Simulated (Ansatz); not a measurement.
A run of Ansatz (development build ahead of 0.2.0) on doublet O₂(+) at this shape:

```xyz
2

O    -0.0253   -0.0427   -0.5432
O     0.0352   -0.0282    0.5708
```

Its results:

```yaml
Converged: yes
Reference_energy: -147.22726 hartree
Correlation_energy: -0.10344 hartree
Total_energy: -147.33070 hartree
Spin_squared_of_the_determinant: 1.113
```

(1) Which input gives this output? Name the method, the orbitals and the basis set, and write the input.

Answers

(1) UHF-MP2 in STO-3G.

```yaml
crystal:
  periodic: [false, false, false]
  atoms:
    - { symbol: O, position_ang: [-0.02532, -0.0427, -0.54317] }
    - { symbol: O, position_ang: [0.03516, -0.0282, 0.5708] }
basis:
  gaussian: { orbitals: STO-3G }
total_charge: 1
magnetization:
  spin_polarized: true
  initial_magnetization: 1
hamiltonian:
  xc: hf
correlation:
  method: mp2
  frozen_orbitals: { O: 1 }
```

Caution: the unrestricted determinant is spin contaminated; MP2 on this radical cation hangs on the determinant chosen.
